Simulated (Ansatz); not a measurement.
A made-up structure of CH₃ClSi, closed shell:

C1  (-0.793, 0.310, -0.708)
Si2  (0.565, -0.085, 0.547)
Cl3  (1.476, -2.151, 0.815)
H4  (-1.274, -0.510, -1.460)
H5  (-1.224, 1.443, -0.785)
H6  (1.251, 0.992, 1.591)
(Å)

It is relaxed with PBE-D4/def2-SVP and then PBE0-D4/def2-TZVP (Ansatz 0.2.0). Atoms count as bonded within 1.22 times the sum of their covalent radii (H–H: 0.88 Å). The end point is not checked to be a true minimum.

Task: Does its bonding change? (Judge from chemistry; the calculation decides.)

Result: Computed: No: no bond forms or breaks.

Where it ends: The first stage lowers the energy by 1.26 eV in 5 steps. It ends as CH₃ClSi ([CH2][SiH][Cl]):
C1  (-0.708, 0.277, -0.633)
Si2  (0.504, -0.077, 0.488)
Cl3  (1.320, -1.920, 0.730)
H4  (-1.139, -0.454, -1.305)
H5  (-1.092, 1.289, -0.699)
H6  (1.116, 0.886, 1.419)
(Å)

Labels in which every atom is bracketed show which atoms are joined, not bond orders.

For scale, one of the runs: PBE0-D4/def2-TZVP relaxation, 123 basis functions, launched by `ansatz run in.yaml --threads 2 --pin off --events-out ev --progress --plain --max-ram 4352MiB`. The run took about 15 s on 2 CPU threads of an Arm Neoverse V1 (shared host).
